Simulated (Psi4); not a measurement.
# H2O3 (trioxidane): B3LYP/def2-TZVP (sweep point 3)

Aim: a geometry optimisation of H2O3 (trioxidane). 

The results are computed with Psi4 1.11.

4 further runs of the same task are left out: 4 set aside as unsound or not needed.

## (1) The structure to begin with

The species is H2O3 (5 atoms), meant as a singlet with charge 0. As SMILES, `OOO`. The shape is that of a PBE0-D4/def2-TZVP optimisation. This is a higher conformer, about 11 kJ/mol above the lowest found by a separate search. The run starts from this shape.

Bond lengths: O1–O2 1.403 Å, O2–O3 1.403 Å, O1–H4 0.968 Å, O3–H5 0.968 Å. Angles: O1–O2–O3 108.0°, O2–O1–H4 102.8°, O2–O3–H5 102.8°.

## (2) A geometry optimisation at B3LYP/def2-TZVP (sweep point 3)

job.dat

```
memory 1600 mb

molecule {
  0 1
  O     -0.968320    -0.699970    -0.146130
  O     -0.133650    -0.043580     0.770240
  O      1.173090    -0.066850     0.261080
  H     -1.310410     0.028200    -0.685190
  H      1.239280     0.782200    -0.199990
  symmetry c1
}

set {
  puream true
  scf_type pk
  dft_radial_points 35
  dft_spherical_points 110
  g_convergence gau_tight
  geom_maxiter 50
}

e, wfn = opt("b3lyp/def2-TZVP", return_wfn=True)
print_variables()
```

On the command line:

```sh
psi4 job.dat job.out -n 1
```

job.out:

```text
[...]
  Running in c1 symmetry.
[...]
  Nuclear repulsion =   79.855181660351974
[...]
  Multiplicity = 1
[...]
  Nalpha       = 13
  Nbeta        = 13
[...]
    Number of basis functions: 105
[...]
   @RKS iter   1:  -226.64869053613157   -3.72077e-01   6.17937e-03 DIIS/ADIIS
[...]
   @RKS iter   5:  -226.79057399466564   -1.19371e-12   7.83689e-09 DIIS
[...]
    Orbital Energies [Eh]
    ---------------------
    Doubly Occupied:
       1A    -19.258958     2A    -19.205373     3A    -19.205364
       4A     -1.192404     5A     -1.042767     6A     -0.852104
       7A     -0.576125     8A     -0.546011     9A     -0.481640
      10A     -0.445055    11A     -0.340260    12A     -0.332184
      13A     -0.310898
[...]
  @RKS Final Energy:  -226.79057399466564
   => Energetics <=
    Nuclear Repulsion Energy =             78.7136960875867118
    One-Electron Energy =                -468.1117018040091580
    Two-Electron Energy =                 183.9398025854067384
    DFT Exchange-Correlation Energy =     -21.3323708636499276
    Empirical Dispersion Energy =           0.0000000000000000
    VV10 Nonlocal Energy =                  0.0000000000000000
    Total Energy =                       -226.7905739946656354
[...]
 Multipole Moments:
 ------------------------------------------------------------------------------------
     Multipole            Electronic (a.u.)      Nuclear  (a.u.)        Total (a.u.)
 ------------------------------------------------------------------------------------
 L = 1.  Multiply by 2.5417464519 to convert [e a0] to [Debye]
 Dipole X            :         -0.0558525           -0.1076333           -0.1634858
 Dipole Y            :         -0.1757662            1.2205115            1.0447452
 Dipole Z            :          0.5667093           -1.3310050           -0.7642957
 Magnitude           :                                                    1.3047483
[...]
  -Total Gradient:
     Atom            X                  Y                   Z
    ------   -----------------  -----------------  -----------------
       1       -0.000009067383     0.000020630290     0.000028592184
       2       -0.000016375965     0.000042471945     0.000021728400
       3       -0.000014796125     0.000019629645     0.000027317081
       4        0.000001084583    -0.000006845764     0.000001647048
       5        0.000003005995    -0.000006327945     0.000002037343
[...]
    Final optimized geometry and variables:
    Molecular point group: c1
    Full point group: C1
    Geometry (in Angstrom), charge = 0, multiplicity = 1:
    O           -1.005779316678    -0.464617795326    -0.418628610830
    O           -0.157737820555     0.203608845932     0.512699372399
    O            1.170753711993     0.178949570568    -0.004582504826
    H           -1.347045414267     0.269834398226    -0.955485495372
    H            1.232195721384     1.032507492561    -0.464758078941
  Variable Map:
  ----------------------------------------------------------------------------
  "CURRENT ENERGY"              =>    -226.790573994666
  "CURRENT REFERENCE ENERGY"    =>    -226.790573994666
  "DD SOLVATION ENERGY"         =>       0.000000000000
[...]
```

Standard output:

```text
Optimizer: Optimization complete!
```

Run time: 1.7 min. Hardware: 1 thread of Intel Xeon at 2.70GHz, shared host; peak memory 0.53 GiB.

Steps, from the record of the run:

```
step  energy from the first frame kept (eV)  largest force (eV/Å)
   0                                 0.0000                0.8042
   1                                -0.0146                0.2764
   2                                 0.0149                0.3895
   3                                -0.0147                0.0602
   4                                -0.0173                0.0283
   5                                -0.0173                0.0043
   6                                -0.0173                0.0035
   7                                -0.0173                0.0031
   8                                -0.0173                0.0025
   9                                -0.0173                0.0026
```

After the run. Bond lengths: O1–O2 1.426 Å, O2–O3 1.426 Å, O1–H4 0.972 Å, O3–H5 0.972 Å. Angles: O1–O2–O3 108.0°, O2–O1–H4 102.4°, O2–O3–H5 102.4°.

## (3) What came out

At B3LYP/def2-TZVP (sweep point 3):

| quantity | value |
| --- | --- |
| total energy at the end | -226.79057 Eh |
| dipole moment | 3.32 D |
| HOMO energy | -8.46 eV |
| LUMO energy | -0.48 eV |
| HOMO–LUMO gap | 7.98 eV |

What this shows: At the final geometry: Bond lengths: O1–O2 1.426 Å, O2–O3 1.426 Å, O1–H4 0.972 Å, O3–H5 0.972 Å. Angles: O1–O2–O3 108.0°, O2–O1–H4 102.4°, O2–O3–H5 102.4°. The optimisation took 10 steps and changed the energy by -0.017 eV.
